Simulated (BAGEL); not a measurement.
# C2H8Si (SiEtH3) at RI-MP2/def2-SVP (density fitting with qzvpp-jkfit)

What is the energy change on altering one bond length of C2H8Si (SiEtH3) at RI-MP2/def2-SVP (density fitting with qzvpp-jkfit)? 

The calculation is run with BAGEL 1.2.2.

## 1. Starting point

C2H8Si has 11 atoms, charge 0, and is taken as a singlet. As SMILES, `[H][Si]([H])([H])CC`. Geometry: relaxed at GFN2-xTB.

Bond lengths: Si1–C2 1.902 Å, C2–C3 1.525 Å, C2–H4 1.092 Å, C2–H5 1.092 Å, C3–H6 1.090 Å, C3–H7 1.088 Å, C3–H8 1.088 Å, Si1–H9 1.465 Å, Si1–H10 1.466 Å, Si1–H11 1.465 Å. Some angles: Si1–C2–C3 113.0°, Si1–C2–H4 109.8°, Si1–C2–H5 109.6°, C3–C2–H4 108.9°, C3–C2–H5 109.0°, C2–Si1–H9 109.6°, C2–Si1–H10 109.5°, C2–Si1–H11 109.2°, C2–C3–H6 111.0°, C2–C3–H7 110.7°.

## 2. A single-point energy at RI-MP2/def2-SVP (density fitting with qzvpp-jkfit)

mp2.json

```json
{ "bagel": [

{
  "title": "molecule",
  "basis": "svp",
  "df_basis": "qzvpp-jkfit",
  "angstrom": true,
  "geometry": [
    { "atom": "Si", "xyz": [      -0.305440,      -0.417630,      -1.398980 ] },
    { "atom": "C", "xyz": [      -0.287510,      -0.416870,       0.502940 ] },
    { "atom": "C", "xyz": [       0.524350,       0.732830,       1.090360 ] },
    { "atom": "H", "xyz": [       0.119170,      -1.361270,       0.869600 ] },
    { "atom": "H", "xyz": [      -1.310740,      -0.357840,       0.879710 ] },
    { "atom": "H", "xyz": [       0.505600,       0.708020,       2.179840 ] },
    { "atom": "H", "xyz": [       1.562010,       0.673650,       0.768570 ] },
    { "atom": "H", "xyz": [       0.123950,       1.691430,       0.766640 ] },
    { "atom": "H", "xyz": [       1.069910,      -0.448540,      -1.903060 ] },
    { "atom": "H", "xyz": [      -0.970690,       0.795280,      -1.883150 ] },
    { "atom": "H", "xyz": [      -1.030600,      -1.599060,      -1.872470 ] }
  ]
},

{ "title": "hf" },

{ "title": "mp2", "ncore": 7 }

]}
```

Started as:

```
$ BAGEL_NUM_THREADS=1 BAGEL mp2.json > mp2.out
```

Standard output:

```text
* using 1 threads per process

  ===============================================================
  ===============================================================

  *** Geometry ***

  { "atom" : "Si", "xyz" : [     -0.577198,     -0.789206,     -2.643689 ] },
  { "atom" : "C", "xyz" : [     -0.543315,     -0.787770,      0.950419 ] },
  { "atom" : "C", "xyz" : [      0.990878,      1.384848,      2.060482 ] },
  { "atom" : "H", "xyz" : [      0.225199,     -2.572427,      1.643306 ] },
  { "atom" : "H", "xyz" : [     -2.476940,     -0.676220,      1.662411 ] },
  { "atom" : "H", "xyz" : [      0.955446,      1.337964,      4.119301 ] },
  { "atom" : "H", "xyz" : [      2.951771,      1.273014,      1.452387 ] },
  { "atom" : "H", "xyz" : [      0.234232,      3.196339,      1.448740 ] },
  { "atom" : "H", "xyz" : [      2.021837,     -0.847618,     -3.596262 ] },
  { "atom" : "H", "xyz" : [     -1.834338,      1.502861,     -3.558638 ] },
  { "atom" : "H", "xyz" : [     -1.947552,     -3.021785,     -3.538455 ] },

  Number of auxiliary basis functions:      422

  Since a DF basis is specified, we compute 2- and 3-index integrals:
    o Being stored without compression. Storage requirement is 0.025 GB

  Number of basis functions:       86
  Number of electrons      :       34

    * METHOD: MOLECULE                             0.16

  *** RHF ***

  === Nuclear Repulsion ===
   112.6449176476

      * DIIS with orbital gradients will be used.

  === RHF iteration (svp) ===
      0       -369.05328568          0.01458013           0.05
      1       -369.15461747          0.00667036           0.05
      2       -369.17373557          0.00143546           0.05
      3       -369.17508786          0.00015881           0.05
      4       -369.17510555          0.00005018           0.05
      5       -369.17510742          0.00001056           0.05
      6       -369.17510753          0.00000245           0.05
      7       -369.17510753          0.00000059           0.05
      8       -369.17510753          0.00000018           0.05
      9       -369.17510753          0.00000007           0.05
     10       -369.17510753          0.00000002           0.05
     11       -369.17510753          0.00000001           0.05
    * SCF iteration converged.

    * Permanent dipole moment:
           (   -0.004086,    -0.000272,    -0.226016) a.u.

    * METHOD: HF                                   0.70

  *** RHF ***

  === Nuclear Repulsion ===
   112.6449176476

      * DIIS with orbital gradients will be used.

  === RHF iteration (svp) ===
      0       -369.17510753          0.00000000           0.05
    * SCF iteration converged.

    * Permanent dipole moment:
           (   -0.004086,    -0.000272,    -0.226016) a.u.

  === DF-MP2 calculation ===

    * freezing 7 orbitals
    * 3-index integral transformation done
    * assembly done

      MP2 correlation energy:   -0.3996845846      0.03

      MP2 total energy:       -369.5747921191

    * METHOD: MP2                                  0.14

  ===============================================================
```

Run time: 1.2 s. Hardware: 1 thread of Arm Neoverse V2, shared host; peak memory 0.1 GiB.

## 3. The distorted shape at the same level

input.json

```json
{ "bagel" : [

{
  "title" : "molecule",
  "basis" : "svp",
  "df_basis" : "qzvpp-jkfit",
  "angstrom" : true,
  "geometry" : [
    { "atom" : "Si", "xyz" : [      -0.549022,      -0.762574,      -1.575223 ] },
    { "atom" : "C", "xyz" : [      -0.531092,      -0.761814,       0.326697 ] },
    { "atom" : "C", "xyz" : [       0.524350,       0.732830,       1.090360 ] },
    { "atom" : "H", "xyz" : [      -0.124412,      -1.706214,       0.693357 ] },
    { "atom" : "H", "xyz" : [      -1.554322,      -0.702784,       0.703467 ] },
    { "atom" : "H", "xyz" : [       0.505600,       0.708020,       2.179840 ] },
    { "atom" : "H", "xyz" : [       1.562010,       0.673650,       0.768570 ] },
    { "atom" : "H", "xyz" : [       0.123950,       1.691430,       0.766640 ] },
    { "atom" : "H", "xyz" : [       0.826328,      -0.793484,      -2.079303 ] },
    { "atom" : "H", "xyz" : [      -1.214272,       0.450336,      -2.059393 ] },
    { "atom" : "H", "xyz" : [      -1.274182,      -1.944004,      -2.048713 ] }
  ]
},

{
  "title" : "hf"
},

{
  "title" : "mp2",
  "ncore" : 7
}

]}
```

Started as:

```
$ BAGEL_NUM_THREADS=1 BAGEL input.json > input.out
```

Standard output:

```text
* using 1 threads per process

  ===============================================================
  ===============================================================

  *** Geometry ***

  { "atom" : "Si", "xyz" : [     -1.037501,     -1.441056,     -2.976740 ] },
  { "atom" : "C", "xyz" : [     -1.003618,     -1.439620,      0.617368 ] },
  { "atom" : "C", "xyz" : [      0.990878,      1.384848,      2.060482 ] },
  { "atom" : "H", "xyz" : [     -0.235105,     -3.224277,      1.310255 ] },
  { "atom" : "H", "xyz" : [     -2.937243,     -1.328069,      1.329360 ] },
  { "atom" : "H", "xyz" : [      0.955446,      1.337964,      4.119301 ] },
  { "atom" : "H", "xyz" : [      2.951771,      1.273014,      1.452387 ] },
  { "atom" : "H", "xyz" : [      0.234232,      3.196339,      1.448740 ] },
  { "atom" : "H", "xyz" : [      1.561534,     -1.499467,     -3.929313 ] },
  { "atom" : "H", "xyz" : [     -2.294642,      0.851012,     -3.891689 ] },
  { "atom" : "H", "xyz" : [     -2.407855,     -3.673635,     -3.871506 ] },

  Number of auxiliary basis functions:      422

  Since a DF basis is specified, we compute 2- and 3-index integrals:
    o Being stored without compression. Storage requirement is 0.025 GB

  Number of basis functions:       86
  Number of electrons      :       34

    * METHOD: MOLECULE                             0.16

  *** RHF ***

  === Nuclear Repulsion ===
   105.5870523703

      * DIIS with orbital gradients will be used.

  === RHF iteration (svp) ===
      0       -369.02051047          0.01230124           0.05
      1       -369.10725301          0.00479828           0.05
      2       -369.11859861          0.00123983           0.05
      3       -369.11966950          0.00011419           0.05
      4       -369.11968143          0.00004249           0.05
      5       -369.11968268          0.00001285           0.05
      6       -369.11968286          0.00000483           0.05
      7       -369.11968288          0.00000123           0.05
      8       -369.11968288          0.00000032           0.05
      9       -369.11968288          0.00000008           0.04
     10       -369.11968288          0.00000003           0.04
     11       -369.11968288          0.00000001           0.05
    * SCF iteration converged.

    * Permanent dipole moment:
           (   -0.028256,    -0.034656,    -0.229161) a.u.

    * METHOD: HF                                   0.69

  *** RHF ***

  === Nuclear Repulsion ===
   105.5870523703

      * DIIS with orbital gradients will be used.

  === RHF iteration (svp) ===
      0       -369.11968288          0.00000000           0.04
    * SCF iteration converged.

    * Permanent dipole moment:
           (   -0.028256,    -0.034656,    -0.229161) a.u.

  === DF-MP2 calculation ===

    * freezing 7 orbitals
    * 3-index integral transformation done
    * assembly done

      MP2 correlation energy:   -0.4016905099      0.03

      MP2 total energy:       -369.5213733934

    * METHOD: MP2                                  0.13

  ===============================================================
```

It took 1.1 s on 1 thread of Arm Neoverse V2, shared host; peak memory 0.1 GiB.

## 4. What came out

Level: RI-MP2/def2-SVP (density fitting with qzvpp-jkfit), 7 core orbitals frozen.

| quantity | value |
| --- | --- |
| first shape: total energy | -369.57479 Eh |
| first shape: correlation energy (7 core orbitals frozen) | -399.7 mEh |
| distorted shape: total energy | -369.52137 Eh |
| distorted shape: correlation energy (7 core orbitals frozen) | -401.7 mEh |
| energy change with the C2–C3 bond stretched from 1.525 to 1.983 Å | 1.454 eV |

What this shows: With the C2–C3 bond stretched from 1.525 to 1.983 Å the energy rises by 1.45 eV (34 kcal/mol). The first shape isn't relaxed at this level, so the change isn't measured from a minimum.
